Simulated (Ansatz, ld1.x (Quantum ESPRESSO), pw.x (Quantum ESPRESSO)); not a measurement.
**Ba (bcc): variants of one TM potential in the solid**

Ba (Z = 56), norm-conserving Troullier–Martins (Kleinman–Bylander form), made with ld1.x (Quantum ESPRESSO) 7.5 (PBE, scalar-relativistic). Core [Xe], reference 5d0 6s2 6p0. Waves: 6p (bound, empty): rc 4.10 bohr; 5d (bound, empty): rc 3.95 bohr; 6s (bound): rc 3.15 bohr. Local part: the s channel. Core correction: Bessel-smoothed model core inside 3.15 bohr.

Crystal test: bcc Ba in pw.x 7.5, no spin, 9³ k-points, Fermi–Dirac smearing 0.01 Ry, cutoffs set for each file from its atomic test. The reference is all-electron LAPW (Ansatz 0.2.0) with the same functional, mesh and smearing; V0 and B0 come from Birch–Murnaghan fits to the pressures at five volumes. Errors are pseudo minus all-electron; Δ is the rms difference of the E(V) curves that follow from these fits, minima aligned, over ±6 % about the mean V0. Mesh and smearing are coarse, so the numbers serve the comparison and aren't converged zero-temperature values; the lattice is a test structure that the element need not adopt.

All-electron: a0 = 5.031 Å (V0 = 63.67 Å³/atom), B0 = 8.4 GPa.

Base: This is a poor potential for the solid. The logarithmic derivative shows an extra or strongly shifted pseudo pole above the reference energy (s near 1.24 Ry).

A dash in a converged row means that the minimum lies outside the volumes sampled.

```csv
change,cutoffs (Ry),pw.x,a0 (Å),a0 error (%),B0 error (%),Δ (meV/atom),mean pressure error (GPa)
base,50/200,converged,5.080,+0.98,+8.7,3.7,+0.29
wave 6s (bound): rc 3.15 bohr becomes 6s (bound): rc 3.76 bohr,50/200,converged,5.109,+1.55,+8.8,5.8,+0.46
local potential the d channel,50/200,converged; bound ghost,–,–,–,–,+1.30
core correction none,35/140,converged,–,–,–,–,-0.94
wave 5d (bound): rc 3.95 bohr becomes 5d (bound): rc 2.58 bohr,50/200,converged,5.081,+1.00,+8.9,3.8,+0.29
```

Task: Give the row for: reference 5d0 6s0.5 6p0.

Result: pw.x: converged; mean pressure error (GPa): +0.47; a0 (Å): 5.109; a0 error (%): +1.56; B0 error (%): +10.1; Δ (meV/atom): 5.9.
